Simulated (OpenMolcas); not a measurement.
# MP2/def2-SVP run of HNO3 (nitric acid)

What is the energy change on altering one bond length of HNO3 (nitric acid) at MP2/def2-SVP? 

The calculation is run with OpenMolcas 26.06.

## 1. The molecule

HNO3: 5 atoms, total charge 0, spin state singlet. SMILES: `O=[N+]([O-])O`. The shape is that of a GFN2-xTB optimisation. This is one conformer, not always the lowest.

Bond lengths: O1–N2 1.175 Å, N2–O3 1.185 Å, N2–O4 1.391 Å, O4–H5 0.973 Å. Angles: O1–N2–O3 130.4°, O1–N2–O4 114.4°, O3–N2–O4 115.3°, N2–O4–H5 111.0°.

## 2. A single-point energy at MP2/def2-SVP

Contents of job.inp:

```
* HNO3 MP2

&GATEWAY
 BasLib=$CurrDir
 Coord
 5
 angstrom
 O        1.318740      -0.318760       0.748000
 N        0.260500      -0.302640       0.238440
 O       -0.568430      -1.146740       0.163380
 O       -0.063720       0.904390      -0.372480
 H       -0.947090       0.863740      -0.777330
 Basis=def2-SVP
 Group=NoSym

&SEWARD

&SCF
 PrOrbitals=0

&MBPT2
 Frozen=4
```

The basis set def2-SVP is read from a file made from the Basis Set Exchange's data (not shown).

On the command line:

```
$ export MOLCAS_MEM=1860
$ pymolcas job.inp > job.log
```

The log of the run, shortened:

```text
--- Start Module: gateway ---
[...]
--- Stop Module: gateway /rc=_RC_ALL_IS_WELL_ ---
[...]
      Basis functions           61
[...]
--- Start Module: scf ---
[...]
       Convergence after  13 Iterations
[...]
::    Total SCF energy                               -279.2214439575
[...]
      Total spin, S                                     0.0000000000
[...]
      Total electronic charge=   32.000000
      Total            charge=   -0.000000
[...]
      Dipole Moment (debye):
      Origin of the operator (angstrom)=    0.2171   -0.1959    0.1774
                   X= -1.9768E+00               Y=  1.3768E+00               Z= -1.4612E+00           Total=  2.8175E+00
      Quadrupole Moment (debye*angstrom):
[...]
--- Stop Module: scf /rc=_RC_ALL_IS_WELL_ ---
[...]
--- Start Module: mbpt2 ---
[...]
WARNING!
Default frozen orbitals as non valence orbitals is overwritten by user input.
Default values:   4
[...]
       Reference weight ( Cref**2 )         =        0.82711
::    Total MBPT2 energy                             -279.9573811798
[...]
      Total MBPT2 calculations                           0.10      0.11
--- Stop Module: mbpt2 /rc=_RC_ALL_IS_WELL_ ---
[...]
```

It took 3.3 s on 1 thread of Arm Neoverse V1, shared host; peak memory 0.4 GiB.

## 3. The distorted shape

Contents of job.inp:

```
&GATEWAY
BasLib=$CurrDir
Coord
5
angstrom
O        1.480849      -0.922270       1.053457
N        0.422609      -0.906150       0.543897
O       -0.406321      -1.750250       0.468837
O       -0.063720       0.904390      -0.372480
H       -0.947090       0.863740      -0.777330
Basis=def2-SVP
Group=NoSym
&SEWARD
&SCF
PrOrbitals=0
&MBPT2
Frozen=4
```

The basis set def2-SVP is read from a file made from the Basis Set Exchange's data (not shown).

On the command line:

```
$ export MOLCAS_MEM=1860
$ pymolcas job.inp > job.log
```

The log of the run, shortened:

```text
--- Start Module: gateway ---
[...]
--- Stop Module: gateway /rc=_RC_ALL_IS_WELL_ ---
[...]
      Basis functions           61
[...]
--- Start Module: scf ---
[...]
       Convergence after  16 Iterations
[...]
::    Total SCF energy                               -279.0943673974
[...]
      Total spin, S                                     0.0000000000
[...]
      Total electronic charge=   32.000000
      Total            charge=   -0.000000
[...]
      Dipole Moment (debye):
      Origin of the operator (angstrom)=    0.3354   -0.6365    0.4004
                   X= -1.5170E+00               Y= -5.2309E-03               Z= -7.1963E-01           Total=  1.6791E+00
      Quadrupole Moment (debye*angstrom):
[...]
--- Stop Module: scf /rc=_RC_ALL_IS_WELL_ ---
[...]
--- Start Module: mbpt2 ---
[...]
WARNING!
Default frozen orbitals as non valence orbitals is overwritten by user input.
Default values:   4
[...]
       Reference weight ( Cref**2 )         =        0.77691
::    Total MBPT2 energy                             -279.8997851859
[...]
      Total MBPT2 calculations                           0.10      0.11
--- Stop Module: mbpt2 /rc=_RC_ALL_IS_WELL_ ---
[...]
```

Wall time 3.3 s (1 thread of Arm Neoverse V1, shared host); peak memory 0.4 GiB.

## 4. Summary of results

Level: MP2/def2-SVP, 4 core orbitals frozen.

| quantity | value |
| --- | --- |
| first shape: total energy | -279.95738 Eh |
| first shape: dipole moment (mean-field density) | 2.82 D |
| first shape: HOMO energy (Hartree–Fock orbitals) | -13.58 eV |
| first shape: LUMO energy (Hartree–Fock orbitals) | 2.77 eV |
| first shape: HOMO–LUMO gap (Hartree–Fock orbitals) | 16.35 eV |
| first shape: correlation energy (4 core orbitals frozen) | -735.9 mEh |
| distorted shape: total energy | -279.89979 Eh |
| distorted shape: dipole moment (mean-field density) | 1.68 D |
| distorted shape: HOMO energy (Hartree–Fock orbitals) | -11.88 eV |
| distorted shape: LUMO energy (Hartree–Fock orbitals) | -0.95 eV |
| distorted shape: HOMO–LUMO gap (Hartree–Fock orbitals) | 10.93 eV |
| distorted shape: correlation energy (4 core orbitals frozen) | -805.4 mEh |
| energy change with the N2–O4 bond stretched from 1.391 to 2.087 Å | 1.567 eV |

What this shows: With the N2–O4 bond stretched from 1.391 to 2.087 Å the energy rises by 1.57 eV (151 kJ/mol). The first shape isn't relaxed at this level, so the change isn't measured from a minimum.
